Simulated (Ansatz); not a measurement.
`C[Si]C` + HCl → `C[Si]Cl` + CH₄  (ligand exchange at the Si–C bond)

Computed with Ansatz on PBE0-D4/def2-TZVP structures; ΔE is electronic, products minus reactants. CCSD(T)/CBS is the MP2 limit (def2-TZVPP, def2-QZVPP) plus CCSD(T) − MP2 in def2-TZVPP, frozen cores. This one scheme is used for every species. Functionals use def2-TZVPP. B3LYP here is the variant with VWN-RPA as its local correlation; programs differ in this.

`C[Si]C`:

Cartesian coordinates in Å:
```
C 0.255 -0.764 1.180
Si 1.058 0.685 0.257
C -0.190 0.806 -1.165
H -0.583 -0.321 1.742
H 0.915 -1.238 1.909
H -0.180 -1.524 0.524
H -1.226 0.619 -0.864
H -0.131 1.742 -1.723
H 0.082 -0.004 -1.861
```

HCl:

Z-matrix (Å, degrees):
```
Cl
H 1 1.279
```

`C[Si]Cl`:

```xyz
6

C    -0.581    0.018    0.155
Si    0.777   -1.086   -0.553
Cl    2.345    0.300   -0.508
H    -0.295    0.376    1.151
H    -1.533   -0.513    0.227
H    -0.713    0.906   -0.473
```

CH₄:

Z-matrix (Å, degrees):
```
C
H 1 1.090
H 1 1.090 2 109.5
H 1 1.090 2 109.5 3 -120.0
H 1 1.090 2 109.5 3 120.0
```

```
           level  ΔE (eV)
        B3LYP-D4    -1.60
         ωB97M-V    -1.58
CCSD(T)/def2-SVP    -1.50
   MP2/CBS(def2)    -1.59
```

(1) What does CCSD(T)/CBS give? (Estimate.)

(2) What do rigid-rotor, harmonic-oscillator terms from PBE0-D4/def2-TZVP frequencies (298.15 K, 1 bar) make of the CCSD(T)/CBS value? (Best estimate.)

Largest T1 diagnostic among the species: 0.012.

## Answers

(1) Ansatz gave: -1.54 eV. The listed levels differ from it by -0.06, -0.04, 0.04, -0.05 eV.

(2) The calculation gave: ΔZPE = +0.10 eV, ΔH = -1.44 eV, ΔS = 1 J/(mol·K), ΔG = -1.44 eV.

At CCSD(T), def2-SVP lies +0.03 eV from the extrapolated value and def2-TZVPP +0.04 eV. In def2-TZVPP, CCSD(T) changes the Hartree–Fock value by +0.12 eV (the triples alone add −0.00 eV) and MP2 by +0.07 eV.
